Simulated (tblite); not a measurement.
3-methyl-2-butanol, C5H12O.
Numbering: `[CH3:1][CH:2]([CH3:3])[C@H:4]([CH3:5])[OH:6]` (hydrogens: H7, H8, H9 on C1; H10 on C2; H11, H12, H13 on C3; H14 on C4; H15, H16, H17 on C5; H18 on O6)

Computed with GFN2-xTB (tblite), gas phase: nudged elastic band of 9 images (0 to 8), spring 0.2 eV/Å², climbing image at the end, force threshold 0.05 eV/Å. No saddle search or frequency run followed, so the top image need not be a first-order saddle, and its height can exceed the method's true barrier by a kcal/mol or more.

The band describes a rotation about C2–C4 (sp3 CH carbon, carbinol carbon (C–OH)), followed by the dihedral C1–C2–C4–O6, from the optimised start (56°) to a second optimised geometry at 163°.

**Question.** How does the energy change from image to image?

**Answer.** 
```csv
image,dihedral (°),E (kcal/mol),C2–C4 (Å),C1···O6 (Å),largest true force (eV/Å)
0,56,0.00,1.542,2.88,0.01
1,69,0.38,1.543,2.98,0.04
2,81,1.49,1.548,3.12,0.04
3,94,2.79,1.553,3.26,0.04
4,107,3.56,1.557,3.41,0.03
5,120,3.40,1.557,3.53,0.05
6,134,2.50,1.553,3.64,0.06
7,148,1.47,1.549,3.71,0.06
8,163,0.74,1.546,3.76,0.01
```

Barriers of this band. The top is image 4 at 107°: 3.56 kcal/mol forward and 2.82 kcal/mol back; the end lies 0.74 kcal/mol above the start. The central bond is 0.015 Å longer at the top than at the start.

**Question.** What rate follows at 250 K for crossing this barrier forward?

**Answer.** Taking the electronic barrier for the free energy of activation (no zero-point or entropy terms, transmission 1), rate = (kT/h)·exp(−ΔE/kT) ≈ 4 × 10^9 s⁻¹, whose inverse is 2 × 10^-10 s. An error of 1 kcal/mol in the barrier changes this by a factor of 7, and the method and the loose band can each miss by that much or more.

**Question.** How would the two end points share their population at 250 K, from these energies alone?

**Answer.** exp(−ΔE/kT) with ΔE = 0.032 eV gives 0.23 for the higher one (end) against 1 for the lower, without vibrational, rotational or degeneracy terms. GFN2-xTB can put conformers this close in the wrong order.

The cost below is that of the whole band run. The run took about 7 s of CPU time (one thread, shared machine).
